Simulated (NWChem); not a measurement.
Species: methanethiol (CH4S); SMILES CS

```xyz
6

C      0.0118     1.1488     0.0000
S      0.0686    -0.6625     0.0000
H     -0.4794     1.5445     0.8999
H      1.0567     1.4884     0.0000
H     -0.4794     1.5445    -0.8999
H     -1.2656    -0.8692     0.0000
```
Atoms are numbered in this order, from 1.

Geometry: optimised at PBE0/def2-SVP.

Symmetry labels are those of Cs in the frame above (b1 and b2, or b-type labels, depend on it). States above −ε(HOMO) = 7.9 eV lie in this functional's continuum and hang on the basis.

### Question
List the 6 lowest vertical singlet excitations and the 6 lowest triplet ones from BHandHLYP/6-31+G* (spherical d), full TDDFT (NWChem).

### Answer
```
state  energy (eV)  oscillator strength  symmetry  leading excitation (squared amplitude)
-----  -----------  -------------------  --------  --------------------------------------
S1            5.50                0.008        a"                      HOMO → LUMO (0.78)
S2            6.25                0.037        a"                    HOMO → LUMO+1 (0.92)
S3            7.29                0.020        a"                    HOMO → LUMO+2 (0.67)
S4            7.64                0.005        a"                    HOMO → LUMO+4 (0.55)
S5            7.71                0.039        a'                    HOMO → LUMO+3 (0.98)
S6            8.41                0.003        a"                    HOMO → LUMO+7 (0.60)
T1            5.01       spin-forbidden        a"                      HOMO → LUMO (0.68)
T2            5.72       spin-forbidden        a"                    HOMO → LUMO+1 (0.85)
T3            7.03       spin-forbidden        a"                    HOMO → LUMO+2 (0.39)
T4            7.18       spin-forbidden        a'                    HOMO−1 → LUMO (0.55)
T5            7.46       spin-forbidden        a'                    HOMO → LUMO+3 (0.93)
T6            7.53       spin-forbidden        a"                    HOMO → LUMO+2 (0.48)
```
